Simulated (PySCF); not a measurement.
**Dipole moment and polarisability of cyclobutadiene**

Species: cyclobutadiene, C4H4.
Cartesian coordinates in Å at the GFN2-xTB level; atoms count from 1:
```
atom  x, y, z in Å
C1     1.0073   -0.1623    0.0515
C2     0.3149    0.9682    0.0892
C3    -1.0051    0.1646   -0.0578
C4    -0.3126   -0.9658   -0.0962
H5     2.0419   -0.4389    0.0994
H6     0.5407    2.0120    0.1821
H7    -2.0398    0.4413   -0.1041
H8    -0.5383   -2.0097   -0.1887
```

Level: CAM-B3LYP/def2-SVPD (PySCF), static field, nuclei fixed, core orbitals frozen in the response. The polarisability tensor in these axes (au):

```
x   45.88 -2.85  0.81
y   -2.85 48.70  1.16
z    0.81  1.16 30.63
```

Question: Diagonalise the tensor; give its mean and Δα, where Δα² is half the sum of the squared differences of the eigenvalues.

Answer: Principal values 30.49, 44.23 and 50.49 au; mean 41.74 au = 6.18 Å³ = 6.88 × 10⁻⁴⁰ C²·m²/J; Δα = 17.72 au (42 % of the mean).

Question: What is the dipole moment?

Answer: 0.00 D; point group D2h allows none.

Question: Directions of the eigenvectors, and the extent of the frame along each?

Answer: Largest value along (-0.52, 0.85, 0.03), where the nuclei span 2.88 Å; middle along (0.85, 0.52, 0.09), 3.03 Å; least along (-0.07, -0.07, 1.00), 0.00 Å. The strongest response doesn't lie along the longest of the three spans.

Question: Rayleigh depolarisation ratio (linearly polarised light, static tensor)?

Answer: ρ = 3Δα²/(45ᾱ² + 4Δα²) = 942.0/(78386 + 1256.0) = 0.0118.

Question: Find the Langevin capture rate constant for H3+ (3.023 u) meeting this molecule (52.031 u), k = 2.342 × 10⁻⁹ cm³/s × √(α in Å³ / reduced mass in u).

Answer: The reduced mass is 2.86 u, so k = 3.45 × 10⁻⁹ cm³/s.

Question: Refractivity n − 1 of an ideal gas of it at 350 K and 1 atm, from the electronic α?

Answer: N = p/kT = 2.0968 × 10¹⁹ cm⁻³, so n − 1 = 2π × N × 6.18 × 10⁻²⁴ cm³ = 815 × 10⁻⁶ at long wavelengths.

Isolated species at its GFN2-xTB geometry, gas phase.

The run behind these numbers computed excited states as well. The run took 7.4 s wall on an x86-64 server with one thread, shared host.
